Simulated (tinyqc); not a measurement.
Inside a calculation. Method: MP2 on RHF in the sto-3g basis, for HF, spin multiplicity 1. One step of it, computed by the program tinyqc.

Task: Iteration 1: building the Fock matrix. J_ij = sum D_kl (ij|kl), K_ij = sum D_kl (ik|jl); F = H + J - 0.5 K; E = tr D H + tr D J / 2 - 0.25 tr D K + E_nn.

D at the start, order 1F 1s, 1F 2s, 1F 2px, 1F 2py, 1F 2pz, 2H 1s:
```
[[2.156809, -0.505926, 0.000000, 0.000000, 0.014375, -0.015722],
 [-0.505926, 2.133560, 0.000000, 0.000000, -0.079691, 0.048159],
 [0.000000, 0.000000, 1.636848, 0.000000, 0.000000, 0.000000],
 [0.000000, 0.000000, 0.000000, 1.636848, 0.000000, 0.000000],
 [0.014375, -0.079691, 0.000000, 0.000000, 1.523578, 0.168201],
 [-0.015722, 0.048159, 0.000000, 0.000000, 0.168201, 1.015503]]
```

core Hamiltonian H = T + V (hartree), order 1F 1s, 1F 2s, 1F 2px, 1F 2py, 1F 2pz, 2H 1s:
```
[[-40.535299, -9.511112, 0.000000, 0.000000, -0.011774, -1.495925],
 [-9.511112, -11.011937, 0.000000, 0.000000, -0.144279, -3.291276],
 [0.000000, 0.000000, -8.680470, 0.000000, 0.000000, 0.000000],
 [0.000000, 0.000000, 0.000000, -8.680470, 0.000000, 0.000000],
 [-0.011774, -0.144279, 0.000000, 0.000000, -8.766548, -2.235927],
 [-1.495925, -3.291276, 0.000000, 0.000000, -2.235927, -4.937214]]
```

Two-electron integrals (ij|kl) in chemists' order, unique and non-zero (hartree):
```
(11|11) 5.403501   (21|11) 0.841920   (21|21) 0.156299   (22|11) 1.268028
(22|21) 0.292344   (22|22) 0.926167   (31|31) 0.027998   (32|31) 0.043169
(32|32) 0.204588   (33|11) 1.264502   (33|21) 0.292403   (33|22) 0.925959
(33|33) 0.997514   (41|41) 0.027998   (42|41) 0.043169   (42|42) 0.204588
(43|43) 0.053770   (44|11) 1.264502   (44|21) 0.292403   (44|22) 0.925959
(44|33) 0.889973   (44|44) 0.997514   (51|51) 0.027998   (52|51) 0.043169
(52|52) 0.204588   (53|53) 0.053770   (54|54) 0.053770   (55|11) 1.264502
(55|21) 0.292403   (55|22) 0.925959   (55|33) 0.889973   (55|44) 0.889973
(55|55) 0.997514   (61|11) 0.133202   (61|21) 0.024522   (61|22) 0.045583
(61|33) 0.045513   (61|44) 0.045513   (61|51) 0.001008   (61|52) 0.001890
(61|55) 0.045731   (61|61) 0.003887   (62|11) 0.339253   (62|21) 0.079273
(62|22) 0.280417   (62|33) 0.276303   (62|44) 0.276303   (62|51) 0.005408
(62|52) 0.042291   (62|55) 0.288372   (62|61) 0.012622   (62|62) 0.104737
(63|31) 0.008276   (63|32) 0.049122   (63|53) 0.008892   (63|63) 0.015483
(64|41) 0.008276   (64|42) 0.049122   (64|54) 0.008892   (64|64) 0.015483
(65|11) 0.231690   (65|21) 0.054831   (65|22) 0.207613   (65|33) 0.198749
(65|44) 0.198749   (65|51) 0.011545   (65|52) 0.078791   (65|55) 0.225102
(65|61) 0.009095   (65|62) 0.095100   (65|65) 0.101180   (66|11) 0.496340
(66|21) 0.117883   (66|22) 0.481097   (66|33) 0.464719   (66|44) 0.464719
(66|51) 0.010040   (66|52) 0.110757   (66|55) 0.513307   (66|61) 0.018886
(66|62) 0.231024   (66|65) 0.243791   (66|66) 0.774606
```

nuclear repulsion = 4.59266625 hartree

Give: Coulomb J; exchange K; Fock matrix F; total energy of this density.

Result:

Coulomb J (hartree), order 1F 1s, 1F 2s, 1F 2px, 1F 2py, 1F 2pz, 2H 1s:
```
[[20.1845, 3.8292, 0.0000, 0.0000, 0.0085, 0.6015],
 [3.8292, 9.4412, 0.0000, 0.0000, 0.1116, 2.8634],
 [0.0000, 0.0000, 9.4164, 0.0000, 0.0000, 0.0000],
 [0.0000, 0.0000, 0.0000, 9.4164, 0.0000, 0.0000],
 [0.0085, 0.1116, 0.0000, 0.0000, 9.4636, 2.1590],
 [0.6015, 2.8634, 0.0000, 0.0000, 2.1590, 5.1540]]
```

exchange K (hartree), order 1F 1s, 1F 2s, 1F 2px, 1F 2py, 1F 2pz, 2H 1s:
```
[[11.2727, 1.9404, 0.0000, 0.0000, 0.0098, 0.3364],
 [1.9404, 3.1439, 0.0000, 0.0000, 0.0841, 1.1452],
 [0.0000, 0.0000, 2.2791, 0.0000, 0.0000, 0.0000],
 [0.0000, 0.0000, 0.0000, 2.2791, 0.0000, 0.0000],
 [0.0098, 0.0841, 0.0000, 0.0000, 2.3347, 0.7929],
 [0.3364, 1.1452, 0.0000, 0.0000, 0.7929, 1.2993]]
```

Fock matrix F (hartree), order 1F 1s, 1F 2s, 1F 2px, 1F 2py, 1F 2pz, 2H 1s:
```
[[-25.9872, -6.6521, 0.0000, 0.0000, -0.0082, -1.0627],
 [-6.6521, -3.1427, 0.0000, 0.0000, -0.0747, -1.0005],
 [0.0000, 0.0000, -0.4036, 0.0000, 0.0000, 0.0000],
 [0.0000, 0.0000, 0.0000, -0.4036, 0.0000, 0.0000],
 [-0.0082, -0.0747, 0.0000, 0.0000, -0.4703, -0.4733],
 [-1.0627, -1.0005, 0.0000, 0.0000, -0.4733, -0.4329]]
```

total energy of this density = -99.305341 hartree

This density is the starting one; it is not idempotent, so its energy is not variational and may lie below the converged one.
